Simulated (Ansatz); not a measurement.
Black phosphorus, treated with PBEsol in Ansatz (plane waves, PAW).

Run with plane-wave cutoff 520 eV, 12×12×8 k mesh (along the axes of the cell as run), Fermi–Dirac smearing 0.01 eV, scalar-relativistic PAW data made under PBE.

Starting structure:

```yaml
crystal:
  lattice:
    - [1.65500, -5.24000, 0.00000]
    - [1.65500, 5.24000, 0.00000]
    - [0.00000, 0.00000, 4.38000]
  atoms:
    - { symbol: P, position: [0.10170, 0.89830, 0.91940] }
    - { symbol: P, position: [0.39830, 0.60170, 0.41940] }
    - { symbol: P, position: [0.60170, 0.39830, 0.58060] }
    - { symbol: P, position: [0.89830, 0.10170, 0.08060] }
```

### Question
Into what structure does the relaxation of cell and atoms lead at this level, with the symmetry of the start kept?

### Answer
The volume drops by 5.7 %; final space group Cmce.
```yaml
crystal:
  lattice:
    - [1.65858, -5.14775, 0.00000]
    - [1.65858, 5.14775, 0.00000]
    - [0.00000, 0.00000, 4.19478]
  atoms:
    - { symbol: P, position: [0.10525, 0.89475, 0.92717] }
    - { symbol: P, position: [0.39475, 0.60525, 0.42717] }
    - { symbol: P, position: [0.60525, 0.39475, 0.57283] }
    - { symbol: P, position: [0.89475, 0.10525, 0.07283] }
```

Note: the solid has no gap at this level, which affects its response; the cell comes from a level without a dispersion term, which matters for the spacing of layers, chains or molecules.

Ansatz is a quantum-chemistry and plane-wave program.
